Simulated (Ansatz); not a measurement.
Relaxed structures of CH$_{4}$NSi (charge +1), closed shell (PBE0-D4/def2-TZVP; forces vanish, vibrations not checked; lower isomers may exist, and structures with a doubtful reference or unclear bonds are left out; Å). Computed with Ansatz 0.2.0 (basis: def2-TZVPP); correlated methods freeze the cores.

Task: Rank them by CCSD(T) energy, lowest first, and give each one's height above the lowest. Links in brackets join atoms within 1.22 times the sum of their covalent radii (1.1 for two metals). (To be estimated.)
A.
CH₄NSi ([CH2][Si][NH2]), total charge +1
```
7
angstrom
C -1.1534 0.2835 -1.0185
Si -0.2696 0.0759 0.4408
N 1.2448 -0.3086 0.9315
H -1.8998 -0.4750 -1.2614
H -1.4402 1.3020 -1.2864
H 1.5161 -0.3649 1.9053
H 2.0020 -0.5130 0.2886
```
B.
CH₄NSi ([CH2][N][SiH2]), total charge +1
```
7
angstrom
C -1.1288 0.2814 -0.7299
Si 1.2369 -0.3088 0.7624
N -0.0949 0.0234 -0.0775
H -1.8272 -0.5117 -1.0090
H -1.3570 1.3056 -1.0356
H 1.1359 -0.2626 2.2251
H 2.4473 -0.6317 -0.0007
```
C.
CH₄NSi ([CH3][Si][NH]), total charge +1
```
7
angstrom
C -1.4057 0.2626 -0.7459
Si 0.0496 -0.0353 0.3135
N 1.2470 -0.2887 1.1826
H -1.4670 -0.5530 -1.4725
H -1.2673 1.2239 -1.2493
H 2.0469 -0.4528 1.7653
H -2.2924 0.2814 -0.1054
```

Result: By the calculation: B (0.00 kcal/mol), C (11.08 kcal/mol), A (15.46 kcal/mol). Heights count from the lowest.

T1 diagnostic: at most 0.022. The restricted Hartree–Fock reference is unstable towards an unrestricted one at one or more of these structures. A large double-excitation amplitude points to some diradical character; no triplet was computed.

For scale, one of the runs: CCSD(T)/def2-TZVPP, 160 basis functions, launched by `ansatz run in.yaml --threads 2 --pin off --events-out ev --progress --plain --max-ram 4352MiB`. Time: 12 s of wall clock on 2 CPU threads of an Arm Neoverse V2; the host was shared. Peak host memory: 1.1 GiB.
